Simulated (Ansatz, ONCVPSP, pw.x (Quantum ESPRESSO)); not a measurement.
# What a changed setting does to a pw.x run (sc Al)

Potential: optimised norm-conserving Vanderbilt (ONCV), ONCVPSP 4.0.1.1 (patched build), LDA (Perdew-Wang 92); core [Ne], reference 3s2 3p1; waves: 3s: rc 1.55 bohr, ncon 4, nbas 9, qcut 3.5 1/bohr, 2 projectors, debl 1.3 Ha; 3p: rc 2.60 bohr, ncon 3, nbas 7, qcut 3.3 1/bohr, 1 projector; d scattering state at 0.37 Ha: rc 2.20 bohr, ncon 3, nbas 6, qcut 4.4 1/bohr, 2 projectors, debl 1 Ha; local part: polynomial inside 1.20 bohr (lpopt 5, dvloc0 0 Ha); core correction: Teter function, fcfact 2.5, rcfact 1.75.

The reference run (k-mesh 12³, cutoffs 130/520 Ry, Fermi–Dirac 0.01 Ry, mixing_beta 0.4, conv_thr 1e-9, no spin) gives 1.14 GPa at 19.228 Å³/atom, where all-electron LAPW gives 0.27 GPa. This run, with its own iteration cap, changes k-mesh shift to 1.

```
&control
  calculation='scf', prefix='x', pseudo_dir='./', outdir='./tmp', tstress=.true., disk_io='none'
/
&system
  ibrav=0, nat=1, ntyp=1, ecutwfc=130, ecutrho=520, nbnd=8,
  occupations='smearing', smearing='fd', degauss=0.01
/
&electrons
  conv_thr=1e-09, mixing_beta=0.4, electron_maxstep=50
/
ATOMIC_SPECIES
Al 1.0 Al.UPF
CELL_PARAMETERS angstrom
  2.67903284 0.00000000 0.00000000
  0.00000000 2.67903284 0.00000000
  0.00000000 0.00000000 2.67903284
ATOMIC_POSITIONS crystal
Al 0.0000 0.0000 0.0000
K_POINTS automatic
12 12 12 1 1 1
```

```bash
pw.x < Al.scf.in > Al.scf.out
```

Q: How does the run end?

A: It converges in 6 iterations; the free energy moves by -3.2 meV/atom and the pressure by +0.03 GPa.

```
Message from routine setup:
     using ibrav=0 with symmetry is DISCOURAGED, use correct ibrav instead
     lattice parameter (alat)  =       5.0626  a.u.
     unit-cell volume          =     129.7570 (a.u.)^3
     number of electrons       =         3.00
     number of Kohn-Sham states=            8
     kinetic-energy cutoff     =     130.0000  Ry
     charge density cutoff     =     520.0000  Ry
     scf convergence threshold =      1.0E-09
     Exchange-correlation= SLA  PW   NOGX NOGC
     number of k points=    56  Fermi-Dirac smearing, width (Ry)=  0.0100
     iteration #  1     ecut=   130.00 Ry     beta= 0.40
     total energy              =      -4.70324391 Ry
     estimated scf accuracy    <       0.00275266 Ry
     iteration #  2     ecut=   130.00 Ry     beta= 0.40
     total energy              =      -4.70300972 Ry
     estimated scf accuracy    <       0.00087910 Ry
     iteration #  3     ecut=   130.00 Ry     beta= 0.40
     total energy              =      -4.70305412 Ry
     estimated scf accuracy    <       0.00001007 Ry
     iteration #  4     ecut=   130.00 Ry     beta= 0.40
     total energy              =      -4.70305544 Ry
     estimated scf accuracy    <       0.00000005 Ry
     iteration #  5     ecut=   130.00 Ry     beta= 0.40
     total energy              =      -4.70305550 Ry
     estimated scf accuracy    <          1.7E-09 Ry
     iteration #  6     ecut=   130.00 Ry     beta= 0.40
     the Fermi energy is     5.8944 ev
!    total energy              =      -4.70305550 Ry
     estimated scf accuracy    <          3.3E-10 Ry
     smearing contrib. (-TS)   =      -0.00201350 Ry
     The total energy is F=E-TS. E is the sum of the following terms:
     one-electron contribution =       2.54793735 Ry
     hartree contribution      =       0.03102452 Ry
     xc contribution           =      -2.23605730 Ry
     ewald contribution        =      -5.04394657 Ry
     convergence has been achieved in   6 iterations
          total   stress  (Ry/bohr**3)                   (kbar)     P=       11.65
     Message from routine punch:
     Nothing written, as per user request (disk_io='none')
```

The run took about 24 s on one core of a shared host (Neoverse-N1, 64 threads, 124 GiB, load 53).
